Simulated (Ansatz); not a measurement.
in.yaml

```yaml
crystal:
  periodic: [false, false, false]
  atoms:
    - {symbol: Si, position_ang: [-1.645281, 0.000000, 0.000000]}
    - {symbol: H, position_ang: [-2.140153, 1.399708, 0.000000]}
    - {symbol: H, position_ang: [-2.140152, -0.699854, 1.212183]}
    - {symbol: H, position_ang: [-2.140153, -0.699854, -1.212182]}
    - {symbol: H, position_ang: [-0.002281, 0.000000, 0.000000]}
    - {symbol: Si, position_ang: [1.649719, 0.000000, 0.000000]}
    - {symbol: H, position_ang: [2.099693, -1.416253, 0.000000]}
    - {symbol: H, position_ang: [2.099692, 0.708127, -1.226512]}
    - {symbol: H, position_ang: [2.099693, 0.708127, 1.226511]}
basis:
  gaussian: {orbitals: cc-pVDZ}
magnetization: {spin_polarized: false, initial_magnetization: 1}
correlation: {method: ccsdt_q, electrons: outside_noble_gas}
```

```sh
$ ansatz run in.yaml --threads 2 --pin off --events-out ev --progress --plain --max-ram 16896MiB --backend cuda --devices 0, --max-vram 18GiB
```

Output:

```
1360 factors; integrals over basis functions are off by at most 2.2e-7 eV
mean field evaluation 1: about -15831.0544 eV, gradient 1.3e1 eV
mean field evaluation 2: about -15831.0565 eV, gradient 1.3e1 eV
mean field evaluation 4: about -15832.1375 eV, gradient 5.8e-1 eV
mean field evaluation 8: about -15832.1399 eV, gradient 2.8e-4 eV
mean field evaluation 16: about -15832.1399 eV, gradient 1.7e-6 eV
mean field -15832.13994232 eV, -581.8204114704 hartree, gradient 1.7e-6 eV, S^2 0.750000; 0 other end points of the search recorded, 0 dependent functions left out
mean field evaluation 32: about -15832.1308 eV, gradient 3.0e0 eV
10 core orbitals not correlated: weight in the atoms' cores, before any rotation towards them, 1.000 or more for the frozen orbitals, at most 0.000 for the correlated occupied ones
reference -15832.13994232 eV, -581.8204114704 hartree; 8, 7 occupied and 53, 54 virtual orbitals, 1360 factors
second order -6.22371243 eV of doubles, -0.07019137 eV of singles
cycle   1  -7.41975317 eV  change    -1.1e0 eV  update   8.4e-2
cycle   2  -7.97944622 eV  change   -5.6e-1 eV  update   3.4e-2
cycle   3  -8.02589903 eV  change   -4.6e-2 eV  update   1.1e-2
cycle   4  -8.03054541 eV  change   -4.6e-3 eV  update   4.8e-3
cycle   5  -8.02919771 eV  change    1.3e-3 eV  update   1.3e-3
cycle   6  -8.02758457 eV  change    1.6e-3 eV  update   6.0e-4
cycle   7  -8.02778609 eV  change   -2.0e-4 eV  update   2.6e-4
cycle   8  -8.02808287 eV  change   -3.0e-4 eV  update   1.1e-4
cycle   9  -8.02806158 eV  change    2.1e-5 eV  update   4.0e-5
cycle  10  -8.02802660 eV  change    3.5e-5 eV  update   1.5e-5
cycle  11  -8.02802545 eV  change    1.1e-6 eV  update   6.3e-6
cycle  12  -8.02802754 eV  change   -2.1e-6 eV  update   2.8e-6
cycle  13  -8.02803162 eV  change   -4.1e-6 eV  update   1.1e-6
cycle  14  -8.02803300 eV  change   -1.4e-6 eV  update   4.9e-7
perturbative correction -0.00550970 eV, -0.0002024776 hartree
Total energy: -15840.17348502 eV, -582.1156387192 hartree
```

For the same geometry and basis UCCSDT(Q) lies 0.4 meV lower.

Ran on 2 threads of AMD EPYC 7R13 with a shared H100 80 GB, shared host: 8.5 s wall, 0.92 GiB peak host memory.
